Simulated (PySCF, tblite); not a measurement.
Isomers of C5H8N (doublet state). All values are computed: GFN2-xTB (tblite) harmonic vibrations without scaling, gas phase. Errors from tens to a few hundred cm⁻¹ against measured bands are possible. One conformer each. Open shells enter through the occupations alone, without spin polarisation, and single modes of such species can be off by tens of per cent.

Electronic energies: B3LYP/pcH-1 single points on the GFN2-xTB geometries (PySCF, gas phase).

```tsv
SMILES	electronic energy, lowest = 0 (kJ/mol)
C#CCCC[NH]	222.6
CC1=NCC[CH]1	0.0
C=N/C=C/[CH]C	45.8
[CH2][C@H](C)CC#N	51.1
```

Problem. How do GFN2-xTB zero-point energies change the relative energies?

Solution. 
| SMILES | ZPE (kJ/mol) | of it from modes above 1550 cm⁻¹ | electronic (kJ/mol) | with ZPE, lowest = 0 (kJ/mol) | lowest mode (cm⁻¹) | rings |
| --- | --- | --- | --- | --- | --- | --- |
| CC1=NCC[CH]1 | 305.6 | 143.2 | 0.0 | 0.0 | 59 | 1 |
| C=N/C=C/[CH]C | 296.5 | 153.7 | 45.8 | 36.6 | 104 | 0 |
| [CH2][C@H](C)CC#N | 298.5 | 159.5 | 51.1 | 43.9 | 77 | 0 |
| C#CCCC[NH] | 296.3 | 158.2 | 222.6 | 213.2 | 63 | 0 |

The zero-point energies span 9.3 kJ/mol, from `C#CCCC[NH]` to `CC1=NCC[CH]1`. The order is unchanged.

Problem. And how do the electronic energies of GFN2-xTB itself compare?

Solution. `CC1=NCC[CH]1` 0.0; `C=N/C=C/[CH]C` 93.0; `[CH2][C@H](C)CC#N` 162.2; `C#CCCC[NH]` 281.1 kJ/mol, lowest = 0. Against the energies above, taken from the same isomer `CC1=NCC[CH]1`, the largest difference is 111.1 kJ/mol.

Problem. What do entropy and thermal enthalpy add at 298.15 K and 1 bar (rigid rotor, harmonic oscillator, one conformer each)?

Solution. 
```
           SMILES  point group  symmetry number  S (J/(mol K))  H − H(0) (kJ/mol)  ZPE + H − H(0) − TS (kJ/mol)
    C=N/C=C/[CH]C           C1                1          351.9              22.06                         213.6
[CH2][C@H](C)CC#N           C1                1          360.1              22.79                         213.9
       C#CCCC[NH]           C1                1          359.3              22.45                         211.6
```

S holds R ln(2S + 1) for the spin.

Not tabulated: `CC1=NCC[CH]1` (point group not settled).
